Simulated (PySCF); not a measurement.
Molecule (SMILES): S (H2S).
Geometry (B3LYP-D3(BJ)/def2-TZVP, fixed):
```
S
H 1 1.3426
H 1 1.3426 2 92.55
```
Charge 0, spin multiplicity 1.

Basis-set convergence of the mean static polarisability at PBE0 with PySCF. All functions are spherical. Density fitting with generated auxiliary sets. No added dispersion term, no relativity. Reference: the value in aug-pcseg-3, 24.98 bohr³, itself unsure by roughly 0.8 % (its mean distance from aug-cc-pV(Q+d)Z, aug-pcseg-2, aug-cc-pV(T+d)Z).

```json
[
 {"basis": "6-31G**", "functions": "28", "mean static polarisability (bohr³)": "…"},
 {"basis": "def2-SVP", "functions": "28", "mean static polarisability (bohr³)": "14.26"},
 {"basis": "6-311+G**", "functions": "42", "mean static polarisability (bohr³)": "…"},
 {"basis": "def2-SVPD", "functions": "43", "mean static polarisability (bohr³)": "24.44"},
 {"basis": "def2-TZVP", "functions": "49", "mean static polarisability (bohr³)": "…"},
 {"basis": "aug-cc-pV(D+d)Z", "functions": "50", "mean static polarisability (bohr³)": "23.61"},
 {"basis": "def2-TZVPD", "functions": "64", "mean static polarisability (bohr³)": "…"},
 {"basis": "jun-cc-pV(T+d)Z", "functions": "76", "mean static polarisability (bohr³)": "24.43"},
 {"basis": "6-311++G(3df,3pd)", "functions": "83", "mean static polarisability (bohr³)": "23.47"},
 {"basis": "aug-pcseg-2", "functions": "96", "mean static polarisability (bohr³)": "24.75"},
 {"basis": "aug-cc-pV(T+d)Z", "functions": "101", "mean static polarisability (bohr³)": "24.65"},
 {"basis": "cc-pV(Q+d)Z", "functions": "124", "mean static polarisability (bohr³)": "21.42"},
 {"basis": "def2-QZVPPD", "functions": "145", "mean static polarisability (bohr³)": "24.95"}
]
```

Complete the blanks.


- 6-31G**, mean static polarisability (bohr³): 14.80
- 6-311+G**, mean static polarisability (bohr³): 17.70
- def2-TZVP, mean static polarisability (bohr³): 18.16
- def2-TZVPD, mean static polarisability (bohr³): 24.79
